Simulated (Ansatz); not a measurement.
Energy needed to pull apart C2HFO (SMILES O=C=CF), singlet, into free ground-state atoms, from the structure below (at a frame of a short PBE0-D4/def2-SVP trajectory); no zero-point or spin–orbit terms; open-shell atoms are treated unrestricted, in their ground-state multiplicity.

O1  (0.650, -1.296, 1.333)
C2  (0.243, -0.552, 0.552)
C3  (-0.127, 0.356, -0.315)
F4  (-1.127, 0.167, -1.184)
H5  (0.390, 1.319, -0.388)
(Å)

Program: Ansatz 0.2.0. Basis: def2-TZVPP. Cores are frozen in the correlated methods.

| method | atomization energy (eV) |
| --- | --- |
| PBE-D4 | 24.12 |
| r2SCAN-D4 | 22.91 |
| PBE0-D4 | 22.95 |
| wB97M-V | 22.77 |
| HF | ? |
| MP2 | ? |
| CCSD | 21.24 |
| CCSD(T) | 21.85 |

Problem. What does MP2 give? (To be estimated.)

Solution. The calculation gives: 22.94 eV, which is about 1.09 eV more than CCSD(T)/def2-TZVPP.

Problem. What does HF give? (An estimate is asked for; the value comes from the calculation.)

Solution. Computed: 14.75 eV, which is about 7.10 eV less than CCSD(T)/def2-TZVPP.

In triple zeta the MP2 and coupled-cluster atomization energies are still short of their basis limit by a few kcal/mol a bond, whereas those of the functionals are nearly converged, so these differences are not deviations from converged CCSD(T).

T1 diagnostic: at most 0.016.

For scale, one of the runs: CCSD(T)/def2-TZVPP forces, 138 basis functions, launched by `ansatz run in.yaml --threads 2 --pin off --events-out ev --progress --plain --max-ram 3481MiB`. The run took 71 s on 2 CPU threads of an Arm Neoverse V2 (shared host), with 1.4 GiB of host memory at its peak.
